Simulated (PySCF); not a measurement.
Molfile (atoms numbered from 1):
```
C5H7F
     RDKit          3D

 13 12  0  0  0  0  0  0  0  0999 V2000
    2.2359   -0.0818   -0.2188 C   0  0  0  0  0  0  0  0  0  0  0  0
    1.1918    0.3896    0.4580 C   0  0  0  0  0  0  0  0  0  0  0  0
   -0.0938   -0.3629    0.6477 C   0  0  0  0  0  0  0  0  0  0  0  0
   -0.0222   -1.5938    0.0452 F   0  0  0  0  0  0  0  0  0  0  0  0
   -1.2695    0.4103    0.1239 C   0  0  0  0  0  0  0  0  0  0  0  0
   -2.0879   -0.0294   -0.8285 C   0  0  0  0  0  0  0  0  0  0  0  0
    3.1472    0.5099   -0.3314 H   0  0  0  0  0  0  0  0  0  0  0  0
    2.2035   -1.0719   -0.6801 H   0  0  0  0  0  0  0  0  0  0  0  0
    1.2228    1.3832    0.9196 H   0  0  0  0  0  0  0  0  0  0  0  0
   -0.2424   -0.5369    1.7334 H   0  0  0  0  0  0  0  0  0  0  0  0
   -1.4197    1.3941    0.5830 H   0  0  0  0  0  0  0  0  0  0  0  0
   -2.9273    0.5765   -1.1774 H   0  0  0  0  0  0  0  0  0  0  0  0
   -1.9381   -1.0109   -1.2846 H   0  0  0  0  0  0  0  0  0  0  0  0
  1  2  2  0
  2  3  1  0
  3  4  1  0
  3  5  1  0
  5  6  2  0
  1  7  1  0
  1  8  1  0
  2  9  1  0
  3 10  1  0
  5 11  1  0
  6 12  1  0
  6 13  1  0
M  END
```

Geometry: PBE0-D3(BJ)/def2-SVP; GIAO absolute shieldings from PySCF 2.14, gas phase, non-relativistic, averaged over equivalent atoms.

At WP04/pcSseg-1 (137 basis functions, 19 s wall time on 1 thread of an Arm Neoverse N1, shared host):
| atoms | σ (ppm) |
| --- | --- |
| C2/C5 | 31.7 |
| C1/C6 | 52.8 |
| C3 | 76.9 |
| F4 | 399.6 |
| H8/H13 | 25.96 |
| H9/H11 | 26.04 |
| H10 | 26.23 |
| H7/H12 | 26.37 |

Estimate the result of repeating the calculation with PBE0/IGLO-III.

Answers


| atoms | σ at PBE0/IGLO-III | change |
| --- | --- | --- |
| C2/C5 | 36.8 | +5.1 |
| C1/C6 | 63.4 | +10.6 |
| C3 | 88.4 | +11.5 |
| F4 | 398.9 | -0.7 |
| H8/H13 | 25.59 | -0.37 |
| H9/H11 | 25.23 | -0.81 |
| H10 | 25.72 | -0.51 |
| H7/H12 | 26.03 | -0.34 |

The largest change is at C3 (allylic sp3 CH bonded to F). Cost: 280 basis functions, 38 s wall time on 1 thread of an Arm Neoverse V2, shared host. The order of the carbon signals is the same at both levels.
